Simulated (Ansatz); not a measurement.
A nudged elastic band was laid between two geometries of CH$_{5}$Al (7 atoms, charge 0, multiplicity 1).

Computed with Ansatz 0.2.0, RHF/def2-SVP.

```
movable images  : 7
climbing image  : yes
spring          : 5.0 eV/Å²
optimiser       : quadratic models (default)
start path      : through a guess of the saddle point
force threshold : 0.05 eV/Å
iteration limit : 60
end points      : relaxed
```

Initial state:

```xyz
7
Properties=species:S:1:pos:R:3
Al 0.565 0.040 -0.008
C 1.089 -0.038 1.888
H 0.245 -0.201 2.562
H 1.815 -0.840 2.061
H 1.584 0.891 2.193
H 1.669 0.247 -1.125
H -0.948 -0.099 -0.454
```

Final state:

```xyz
7
Properties=species:S:1:pos:R:3
Al -0.847 0.414 -1.865
C 1.734 -0.146 1.901
H 0.842 -0.773 1.927
H 2.365 -0.379 2.759
H 1.441 0.904 1.942
H 2.290 -0.334 0.982
H -1.805 0.314 -0.530
```

(1) What changes between the two ends?

(2) Give the energies along the band, and the barrier.

(3) What is the geometry of the highest image?

## Answers

(1) Bonds broken: Al1–C2, Al1–H6. Bonds formed: C2–H6. CH5Al becomes AlH + CH4.

(2) It converged. The highest image is number 3 of 0 to 8, 92.7 kcal/mol above the first end and 71.7 kcal/mol above the last; the last end lies 21.0 kcal/mol above the first. Neighbouring images differ by up to 3.1 eV, so the band resolves the path poorly. A vibrational analysis at the climbing image gives one clearly imaginary mode, 1774i cm⁻¹: a first-order saddle point. The orbitals stay closed-shell, which can raise the energy where a bond breaks towards radicals; this wasn't checked here.

```tsv
image	path coordinate (Å)	energy (kcal/mol)	Al1–C2 (Å)	Al1–H6 (Å)	C2–H6 (Å)
0	0.00	0.0	1.97	1.58	3.08
1	0.88	0.0	1.97	1.58	3.10
2	1.75	20.2	1.94	1.54	2.48
3	2.63	92.7	2.26	1.57	1.68
4	3.24	41.7	2.60	1.90	1.16
5	3.84	24.0	3.24	2.51	1.09
6	4.45	21.5	3.80	3.16	1.09
7	5.05	21.1	4.22	3.72	1.09
8	5.66	21.0	4.60	4.30	1.09
```

(3) 
```xyz
7
Properties=species:S:1:pos:R:3
Al 0.373 -0.049 -0.477
C 1.194 -0.027 1.626
H 0.474 -0.657 2.157
H 2.202 -0.332 1.906
H 1.057 1.024 1.900
H 1.776 -0.450 0.112
H -1.056 0.490 -0.109
```

Time of the run: 48 s on 1 thread of Arm Neoverse V1, with other jobs on the host, peak memory 0.1 GiB.
